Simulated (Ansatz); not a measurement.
Born effective charge (magnitude) (e) along a series of related solids, from LDA in Ansatz (PAW); PBE in Ansatz (PAW).

```tsv
solid	LDA	PBE
rock-salt LiCl	1.16	1.19
rock-salt NaCl	1.07	1.11
rock-salt KCl	1.11	1.13
rock-salt RbCl	1.16	1.17
```

Members of the series are missing where a level wasn't run or failed, where a doubt is noted on the run or the magnetic state, for phases of high temperature or layered ones, and where values are held back for tests.

Each level is taken at its own relaxed cell. Ansatz's density-functional and Hartree–Fock values are scalar-relativistic unless marked +SOC, with PAW data made under PBE.

Ansatz is an electronic-structure program.
